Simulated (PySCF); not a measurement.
# NH₃: the energy surface near the minimum

How stiff is NH₃ (singlet) against rigid distortions? The scans start from its wB97X minimum.

Method: wB97X, basis N def2-TZVP, H def2-TZVP, no relativity, density fitting; program: PySCF 2.14.0.

## Step 1: Where the work starts

4 atoms, charge 0, spin multiplicity 1.

Bond lengths: N1–H2 1.011 Å, N1–H3 1.011 Å, N1–H4 1.011 Å. Angles: H2–N1–H3 107.6°, H2–N1–H4 107.6°, H3–N1–H4 107.6°.

```xyz
4
charge 0 multiplicity 1
N     0.0000    0.0000    0.0000
H     0.9422    0.0000    0.3664
H    -0.4711    0.8159    0.3664
H    -0.4711   -0.8159    0.3664
```

## Step 2: Breathing scan

One driver script runs all scans and calls PySCF for each point, on a (75, 302) grid.

The run is started by

```bash
> OMP_NUM_THREADS=4 python axn.py task.json out
```

A rigid scan with wB97X: all bonds to the central atom are scaled together. Each point starts from its neighbour's orbitals, and energies count from the minimum.

```tsv
scale of all bonds to the centre	energy (kJ/mol)	dipole size (D)
0.88	125.4	1.70
0.92	50.9	1.70
0.96	11.6	1.70
1.00	0.0	1.70
1.04	9.8	1.69
1.08	36.2	1.68
1.14	98.3	1.66
1.22	208.4	1.61
1.35	417.3	1.49
```

The scan ran for 5.1 s (4 threads of Intel Xeon Platinum 8259CL at 2.50GHz (Skylake/Cascade Lake), shared host).

## Step 3: Stretching one bond

A rigid scan with wB97X: the bond from N to the last atom (H) is scaled and the rest held.

```tsv
scale of one bond	energy (kJ/mol)	dipole size (D)
0.92	17.0	1.70
0.96	3.9	1.70
1.00	0.0	1.70
1.05	5.1	1.70
1.12	25.3	1.69
1.20	60.6	1.69
1.35	143.1	1.67
1.55	258.7	1.64
1.80	387.8	1.61
2.20	545.5	1.63
```

The scan took 6 s.

A restricted determinant lies too high at long bonds, where the pair should uncouple.

## Step 4: Umbrella curve

A rigid scan with wB97X: angle between each bond and the threefold axis, bonds fixed.

```tsv
angle of the bonds to the threefold axis (°)	energy (kJ/mol)	dipole size (D)
55	44.4	2.36
60	15.8	2.16
65	2.5	1.91
70	0.2	1.62
75	4.6	1.28
80	11.5	0.89
85	17.2	0.46
90	19.4	0.00
```

The scan took 4.5 s.

## Step 5: Umbrella–stretch map

A rigid scan with wB97X: rows, all bonds scaled; columns, angle to the threefold axis.

Energy (kJ/mol):

```tsv
scale \ angle	60	66	72	78	84	90
0.95	42.7	22.3	17.4	20.7	25.7	27.9
0.98	21.9	5.0	3.2	8.8	15.4	18.1
1.00	15.8	1.3	1.4	8.7	16.3	19.4
1.03	16.6	5.5	8.6	18.3	27.6	31.3
1.07	32.9	26.3	33.3	46.3	57.8	62.3
```

The map took 18 s.

Best bond scale on the grid: 1.00 at 60°, 1.00 at 66°, 1.00 at 72°, 1.00 at 78°, 0.98 at 84°, 0.98 at 90°.

## Step 6: What came out

| quantity | value |
| --- | --- |
| all bonds 4 % longer | 9.8 kJ/mol |
| one bond 20 % longer | 60.6 kJ/mol |
| planar shape, bonds held | 19.4 kJ/mol |

In words: The well is lopsided, 11.6 kJ/mol for 4 % shorter bonds against 9.8 for 4 % longer ones. Held rigid otherwise, the planar shape costs 19 kJ/mol.
